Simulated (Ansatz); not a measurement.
Write a Python script for Ansatz's Python interface that makes a rigid scan of one bond length of B₂H₄Si, SMILES B1B[SiH2]1. Level of theory (for the species named): PBE, def2-SVP basis, multiplicity 1.

Input file `b2h4si.xyz`:
```text
7

B    -1.04240   -0.36960   -0.21520
B     0.53560   -0.37590   -0.94820
Si    0.29530    0.42430    0.71350
H    -2.16720   -0.57040   -0.30410
H     1.24750   -0.69160   -1.85900
H     0.36420    1.90850    0.70980
H     0.82820   -0.39340    1.85750
```

`b2h4si_scan.py`:
```python
"""Stretching a bond of B2H4Si, the rest held rigid."""

import logging
import sys

import ansatz as az
import numpy as np

logging.basicConfig(stream=sys.stdout, format="%(levelname)s %(message)s")
log = logging.getLogger("ansatz_job")
log.setLevel(logging.INFO)

BASIS = "def2-SVP"
XC = "pbe"


def main() -> None:
    system = az.Crystal.molecule_from_extxyz("b2h4si.xyz")

    symbols = [site.symbol for site in system.cartesian_sites]
    start = np.array([site.position_ang for site in system.cartesian_sites])
    axis = (start[5] - start[2]) / np.linalg.norm(start[5] - start[2])
    moving = [5]
    lengths, energies = [1.308, 1.367, 1.426, 1.486, 1.545, 1.605, 1.664, 1.753], []
    for length in lengths:
        xyz = start.copy()
        xyz[moving] += (length - np.linalg.norm(start[5] - start[2])) * axis
        point = az.Crystal.molecule()
        for symbol, place in zip(symbols, xyz):
            point = point.atom(symbol, place.tolist())
        base = point.calculation().basis(gaussian=BASIS).functional(XC)
        data = base.run().report
        energies.append(data["free_energy_ev"])
        log.info(f"r = {length:6.3f} A  E = {energies[-1]:.5f} eV  <S^2> = {abs(data['mean_field']['state']['spin_squared']):.3f}")

    # quartic fit about the minimum
    fit = np.polynomial.Polynomial.fit(lengths, np.array(energies) - min(energies), 4).convert()
    roots = [r.real for r in fit.deriv().roots() if abs(r.imag) < 1e-9 and fit.deriv(2)(r.real) > 0]
    r_e = min(roots, key=lambda r: abs(r - lengths[int(np.argmin(energies))]))
    log.info(f"minimum of the fit at {r_e:.4f} A, force constant {fit.deriv(2)(r_e):.2f} eV/A^2")


if __name__ == "__main__":
    main()
```

```console
$ python b2h4si_scan.py
INFO r =  1.308 A  E = -9279.57810 eV  <S^2> = 0.000
INFO r =  1.367 A  E = -9279.82816 eV  <S^2> = 0.000
INFO r =  1.426 A  E = -9279.97456 eV  <S^2> = 0.000
INFO r =  1.486 A  E = -9280.04075 eV  <S^2> = 0.000
INFO r =  1.545 A  E = -9280.04326 eV  <S^2> = 0.000
INFO r =  1.605 A  E = -9279.99757 eV  <S^2> = 0.000
INFO r =  1.664 A  E = -9279.91719 eV  <S^2> = 0.000
INFO r =  1.753 A  E = -9279.74978 eV  <S^2> = 0.000
INFO minimum of the fit at 1.5173 A, force constant 15.35 eV/A^2
```

Total energies depend on the basis set; only differences at equal settings carry meaning. The rest of the molecule is held rigid at a force-field or estimated start geometry, and the basis set is modest; single-reference methods fail as a bond breaks. The orbitals are restricted, so S² is zero by construction. Finished in 14 s on 1 thread of Arm Neoverse V1, on a shared host, peak memory 0.17 GiB.

(Lines on the test bed's own set-up are left out of the output.)
